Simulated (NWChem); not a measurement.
# UHF/DGauss-DZVP run of SiH2SF (SMILES F[SiH2][S])

What is the vertical ionisation energy of SiH2SF at UHF/DGauss-DZVP? 

Program for the calculation: NWChem 7.3.0.

1 further run of the same task is left out (set aside as unsound or not needed).

## (1) The structure to begin with

SiH2SF has 5 atoms, charge 0, and is taken as a doublet. As SMILES, `F[SiH2][S]`. The coordinates come from a PBE0-D4/def2-TZVP relaxation.

Bond lengths: F1–Si2 1.596 Å, Si2–S3 2.099 Å, Si2–H4 1.482 Å, Si2–H5 1.482 Å. Angles: F1–Si2–S3 114.0°, F1–Si2–H4 107.4°, F1–Si2–H5 107.4°, S3–Si2–H4 107.4°, S3–Si2–H5 107.4°, H4–Si2–H5 113.3°.

## (2) A single-point energy at UHF/DGauss-DZVP

Input file struct.nw:

```
start struct
title "FH2SSi energy"
memory total 2200 mb
charge 0
geometry units angstrom noautosym nocenter noautoz
F       -0.324300      -0.023300       1.585400
Si       0.086000      -0.081000       0.044500
S       -1.148000       1.061300      -1.211000
H       -0.023500      -1.493100      -0.391000
H        1.459700       0.462600      -0.069300
end
basis spherical bse
* library DGauss-DZVP
end
scf
doublet
uhf
thresh 1e-08
maxiter 80
noprint "final vectors analysis"
end
task scf
```

On the command line:

```
$ nwchem struct.nw > struct.out
```

Log:

```text
[...]
  functions       =    54
[...]
  wavefunction    = UHF
[...]
         Total SCF energy =   -787.018371237182
      One electron energy =  -1374.744201979848
      Two electron energy =    445.082118673970
 Nuclear repulsion energy =    142.643712068695
                       Sz =      0.5000
                 Sz(Sz+1) =      0.7500
                      S^2 =      0.7574
[...]
```

It took 9.9 s on 1 thread of AMD EPYC 9R45 (Zen 5), shared host; peak memory 0.097 GiB.

## (3) The singlet cation, same level

Input file test.nw:

```
start test
title "FH2SSi"
memory 2200 mb
charge 1

geometry units angstroms noautosym nocenter noautoz
  F     -0.324300    -0.023300     1.585400
  Si     0.086000    -0.081000     0.044500
  S     -1.148000     1.061300    -1.211000
  H     -0.023500    -1.493100    -0.391000
  H      1.459700     0.462600    -0.069300
end

basis spherical bse
  * library DGauss-DZVP
end

scf
  thresh 1e-08
  maxiter 80
  noprint "final vectors analysis"
end

task scf energy
```

On the command line:

```
$ nwchem test.nw > test.out
```

Log:

```text
[...]
  functions       =    54
[...]
  wavefunction    = RHF
[...]
         Total SCF energy =   -786.599233099630
      One-electron energy =  -1363.870010813892
      Two-electron energy =    434.627065645567
 Nuclear repulsion energy =    142.643712068695
        Time for solution =      8.2s
[...]
```

Run time: 9 s. Hardware: 1 thread of AMD EPYC 9R45 (Zen 5), shared host; peak memory 0.098 GiB.

## (4) What came out

Level: UHF/DGauss-DZVP.

| quantity | value |
| --- | --- |
| doublet SiH2SF: total energy | -787.01837 Eh |
| doublet SiH2SF: dipole moment | 1.61 D |
| doublet SiH2SF: ⟨S²⟩ | 0.757 |
| singlet cation: total energy | -786.59923 Eh |
| vertical ionisation energy (to the singlet cation) | 11.405 eV |

Removing an electron at fixed nuclei costs 11.41 eV (1100 kJ/mol). Only the singlet of the ionised species was computed; a triplet could lie lower. Mulliken charges (doublet SiH2SF) run from -0.51 on F1 to +0.92 on Si2. Mulliken charges (singlet cation) run from -0.46 on F1 to +0.88 on Si2; they depend strongly on the basis.
